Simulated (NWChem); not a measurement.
System: sulfur dioxide (SO₂); SMILES O=S=O

The following NWChem deck was run.

```
start job
memory heap 200 mb stack 900 mb global 1100 mb
geometry units angstroms noautosym nocenter noautoz
  O      1.250381     0.000000     0.373591
  S      0.000000     0.000000    -0.369092
  O     -1.250381     0.000000     0.373591
end
basis spherical
  * library 6-31+g*
end
dft
  xc hfexch
  iterations 150
end
property
  response 1 0.0
end
task dft property
```

All runs use the structure optimised with PBE0/def2-SVP.

Static field.

### Question
Give the results of this calculation. (Hartree-Fock/6-31+G* (spherical d).) Quantities: basis functions; isotropic polarisability (bohr³); anisotropy (bohr³).

### Answer
```yaml
number_of_basis_functions: 58
isotropic polarisability (bohr³): 21.7
anisotropy (bohr³): 16.8
```
